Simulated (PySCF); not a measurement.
# BH6P (borane phosphine): the cost of one run

The runs use PySCF 2.14.0, with density-fitted response routines of our own; the level of theory stands in each step. All values are computed, except where a source is named. Atoms count from 0, in the outputs and in this text.

## 1. The starting structure

8 atoms, charge 0, multiplicity 1; geometry from: GFN2-xTB. The atoms were then displaced at random by about 0.03 Å, so the start is not that level's minimum.

Bonds of the start (Å): B0–P1 1.84, B0–H2 1.26, B0–H3 1.10, B0–H4 1.27, P1–H5 1.41, P1–H6 1.40, P1–H7 1.41.

## 2. Geometry optimisation at PBE0-D3(BJ)/def2-SVP

Job settings and geometry (Å):

```
{"job": {"xc": "PBE0", "basis": "def2-SVP", "d3": "d3bj", "grid": 1, "shake": 0.03, "kind": "geom"}, "charge": 0, "multiplicity": 1}
B     -1.033810    -0.199440     0.028840
P      0.779830     0.091150    -0.025260
H     -1.547650     0.630010     0.819010
H     -1.145080    -1.262070     0.297460
H     -1.460970     0.121120    -1.120750
H      1.367090     1.331610    -0.366400
H      1.592840    -0.679630    -0.870160
H      1.604100    -0.099580     1.104420
```

On the command line:

```
OMP_NUM_THREADS=1 python probes_run.py task.json out
```

This one command runs all jobs of the session in turn.

Q: Estimate the wall time and peak memory of this first job on 1 thread of Arm Neoverse V1, shared host.

About 5.3 s, with a peak of 0.27 GiB.
